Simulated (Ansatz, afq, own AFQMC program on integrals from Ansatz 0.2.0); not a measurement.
AlNH3, quartet in cc-pVTZ, levels against CCSDT(Q)

```xyz
5

Al   -0.9699    0.0000    0.0000
H    -1.7628    1.3734    0.0000
H    -1.7628   -1.3734    0.0000
H     0.8471    0.0000    0.0000
N     2.0611    0.0000    0.0000
```

Connectivity, by distances: AlH2 ··· N, 1 bridging H.

Basis cc-pVTZ. Only valence electrons are correlated. AFQMC by an in-house program on the Cholesky factors that Ansatz 0.2.0 writes for its CCSD(T) run. The CISD trial takes its coefficients from CCSD amplitudes. Released means that phaseless walkers are propagated on without the constraint, phases kept. Uncertainties: one standard error, sampling alone.

Determinant: UHF, the one that the program's search chose, which needn't be the lowest solution. The geometry is a point of a scan.

No full CI on the walks' own integrals is used here; CCSDT(Q) serves as the reference and is uncertain by about the last step of the cluster series.

Cautions: lower spins were not checked.

* T1 diagnostic: 0.0178
* weight of the determinant in the CISD state: 0.885
* ⟨S²⟩ of the determinant: 3.796
* size of the correlated space: 11 electrons in 100 orbitals

```tsv
level	correlation energy (eV)
MP2	-5.8063
CCSD	-6.9043
CCSD(T)	-7.0909
```

Problem. Estimate where phaseless AFQMC with a CISD trial lies against CCSD(T) on the same integrals.

Solution. 3.8 ± 0.4 kJ/mol below CCSD(T).

Reference: CCSDT(Q), correlation energy -7.130 eV. The released energy is read at 2.40 1/Eh (meV from the phaseless value at times in 1/Eh: 2 ± 4 at 0.24, 0 ± 3 at 0.51, -4 ± 5 at 0.99, -10 ± 5 at 1.62, 1 ± 8 at 2.40).

| level | E − E(reference) (kJ/mol) | share of correlation (%) |
| --- | --- | --- |
| CCSD(T) | 3.8 | 99.45 |
| CCSDT | 0.7 | 99.90 |
| ph-AFQMC/CISD | 0.0 ± 0.4 | 99.99 |
| released AFQMC | 0.1 ± 0.8 | 99.98 |

A walk keeps the symmetry of its determinant, which the program's search chose and which needn't be the lowest solution, so a lower state of the same spin and another symmetry isn't excluded. Released energies are given only where the last usable release times agree within the noise; a slower fall can still hide under it.
